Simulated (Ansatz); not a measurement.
**SiH₃O (doublet): from Hartree-Fock to the top rungs at distance O1–H3 along a hydrogen transfer = 0.892 Å, cc-pVDZ**

One table from this session's results is given with a row withheld; the runs are named, their logs left out.

The runs use Ansatz 0.2.0, Gaussian basis; cc-pVDZ, core rule «outside noble gas», up to 6 orbitals frozen.

Plan: UHF; CCSD(T) on ROHF; CCSD(T) on UHF; BCCD(T) on ROHF; CISD; CCSDT(Q) on ROHF; CCSDT(Q) on UHF; CASSCF and MRCISD+Q, 3 electrons in 3 orbitals; CASSCF and NEVPT2, 3 electrons in 3 orbitals.

8 further runs of the same task are left out: 1 for a mislabelled method, 5 that didn't finish, 2 set aside as unsound or not needed.

## The geometry

The geometry derives from fragments relaxed apart (PBE0/def2-TZVP) and kept rigid, so it is no stationary point. A hydrogen atom is moved between rigid fragments.

5 atoms, charge 0, spin multiplicity 2.

Atoms are counted from 1 here; the program's logs count them from 0.

Bond lengths: O1–H2 0.960 Å, O1–H3 0.892 Å, Si4–H5 1.532 Å. Angles: H2–O1–H3 105.1°.

The first run:

The input, in.yaml:

```yaml
crystal:
  periodic: [false, false, false]
  atoms:
    - {symbol: O, position_ang: [-1.728609, 0.011831, 0.000000]}
    - {symbol: H, position_ang: [-1.977918, 0.938406, 0.000000]}
    - {symbol: H, position_ang: [-0.836609, 0.011831, 0.000000]}
    - {symbol: Si, position_ang: [1.034391, 0.011831, 0.000000]}
    - {symbol: H, position_ang: [1.430826, -1.467683, 0.000000]}
basis:
  gaussian: {orbitals: cc-pVDZ}
magnetization: {spin_polarized: true, initial_magnetization: 1}
hamiltonian: {xc: hf}
output: {orbitals: {seedname: orbitals}}
```

Command:

```
$ ansatz run in.yaml --threads 1 --pin off --events-out ev --progress --plain --max-ram 2393MiB
```

Steps of the session up to this table: UHF; CCSD(T) on ROHF; CCSD(T) on UHF; BCCD(T) on ROHF; CISD; CCSDT(Q) on ROHF; CCSDT(Q) on UHF; CASSCF and MRCISD+Q, 3 electrons in 3 orbitals; CASSCF and NEVPT2, 3 electrons in 3 orbitals.

One table of the session follows, with a row left open; its other results are not shown here.

It belongs to the step «Misses and costs». 

```
       method  from UCCSDT(Q) (meV)
         ROHF               +8604.4
          UHF               +8487.8
         RMP2               +1059.3
         UMP2               +1069.5
         CISD                +923.0
        RCCSD                +200.8
        UCCSD                +197.6
     RCCSD(T)                 +37.0
     UCCSD(T)                 +36.6
      BCCD(T)                     ?
       RCCSDT                 +16.0
       UCCSDT                 +15.7
    RCCSDT(Q)                  +0.4
    UCCSDT(Q)                     0
  CASSCF pair               +8045.8
  MRCISD pair                +830.4
MRCISD+Q pair                +102.0
```

Estimate the missing values for BCCD(T).

**Answer.** from UCCSDT(Q) (meV): +36.5. In the column «from UCCSDT(Q) (meV)» it lies between RCCSDT (+16.0) and UCCSD(T) (+36.6).

Not comparable, so not listed: CASSCF and NEVPT2, 3 electrons in 3 orbitals (they don't share determinant, frozen orbitals or solution with the rows shown, or repeat one).

Caveats from the session: Restricted and unrestricted rows rest on different reference determinants; where their highest levels disagree by more than a few hundredths of an eV, they describe different states and don't form one ladder. Warnings in the runs' records: passed over end.
